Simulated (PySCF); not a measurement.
Two structures of H3O2, doublet, reached by relaxing down either side of one saddle point (PBE0-D4/def2-TZVP). Energies are electronic, without zero-point energy. Computed with PySCF 2.14 with density fitting (its default auxiliary sets; JK sets also for MP2 and CCSD(T)) (basis: def2-TZVPP and def2-QZVPP); correlated methods freeze the cores; orbitals are unrestricted. Extrapolation: Hartree–Fock as exp(−7.88 √X), correlation as X^−2.97. First:

H1  (-0.214, -1.290, 1.311)
H2  (-0.171, -1.661, 1.958)
O3  (-0.277, 0.071, -1.013)
O4  (0.305, 1.206, -0.723)
H5  (0.389, 1.684, -1.569)
(Å)

Second:

```xyz
5
angstrom
H -0.3567 -0.4234 0.2268
H 0.0292 -2.0931 1.8799
O -0.6301 0.0948 -0.5407
O 0.1890 1.2524 -0.3954
H 0.7658 1.1688 -1.1643
```

Task: Which bonds change from the first to the second?

Result: HO₂ ([O][OH]) + H₂ → H₂O₂ ([OH][OH]) + H; bonds formed: H1–O3; bonds broken: H1–H2.

Task: Give the saddle point's structure and its height above each. (To be estimated.)

Result: The calculation gives: 23.87 kcal/mol above the first and 9.28 kcal/mol above the second (CCSD(T) at an estimated basis limit (MP2 extrapolated from triple and quadruple zeta, plus CCSD(T) − MP2 in triple zeta)).
```json
{"atom": "H1", "x (Å)": "-0.1719", "y (Å)": "-0.6681", "z (Å)": "0.5269"}
{"atom": "H2", "x (Å)": "0.3741", "y (Å)": "-1.2037", "z (Å)": "1.2675"}
{"atom": "O3", "x (Å)": "-0.6762", "y (Å)": "-0.1677", "z (Å)": "-0.2926"}
{"atom": "O4", "x (Å)": "-0.0758", "y (Å)": "1.0786", "z (Å)": "-0.3868"}
{"atom": "H5", "x (Å)": "0.5498", "y (Å)": "0.9609", "z (Å)": "-1.1150"}
```

The T1 diagnostic stays at or below 0.030. ⟨S²⟩ of the unrestricted Hartree–Fock references: 0.75 to 0.78 (a pure state has 0.75).

Labels in which every atom is bracketed show which atoms are joined, not bond orders.

For scale, one of the runs: CCSD(T)/def2-TZVPP, 104 basis functions, launched by `OMP_NUM_THREADS=4 python run.py`. The run took about 89 s on 4 CPU threads of a Oxide Virtual Turin-like (shared host).
